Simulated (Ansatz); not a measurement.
Two isomers of C4H8O: A = `OC1CCC1`, B = `CCC1CO1`.

Computed with Ansatz on PBE0-D4/def2-TZVP structures; ΔE is electronic, products minus reactants. CCSD(T)/CBS is the MP2 limit (def2-TZVPP, def2-QZVPP) plus CCSD(T) − MP2 in def2-TZVPP, frozen cores. DFT in def2-TZVPP. B3LYP here is the variant with VWN-RPA as its local correlation; programs differ in this. Each species was taken in one conformer, which may not be the lowest.

(1) Which isomer does CCSD(T)/CBS put lower? Give the gap. (Best estimate.)

(2) Give E(B) − E(A) in kJ/mol with LDA (SPW92), BLYP-D4, HF/def2-TZVPP, B3LYP, CCSD/def2-TZVPP, ωB97M-V, r2SCAN-D4. (Best estimate.)

(3) Does the order hold for the free energy at 298.15 K (harmonic terms from PBE0-D4)? (Estimate.)

Largest T1 diagnostic: 0.010.

Answers

(1) The calculation gave: A, by 33.4 kJ/mol.

(2) Computed: LDA (SPW92) 38.4, BLYP-D4 18.5, HF/def2-TZVPP 27.0, B3LYP 21.7, CCSD/def2-TZVPP 32.9, ωB97M-V 32.4, r2SCAN-D4 22.3. None reverses the order clearly.

(3) Computed: Yes: G(B) − G(A) = +28.3 kJ/mol, for one conformer each.

At CCSD(T), def2-SVP lies −4.2 kJ/mol from the extrapolated value and def2-TZVPP −1.5 kJ/mol. From r2SCAN to r2SCAN0 (25 % exact exchange), in def2-TZVPP and without D4, E(B) − E(A) moves by +6.7 kJ/mol.
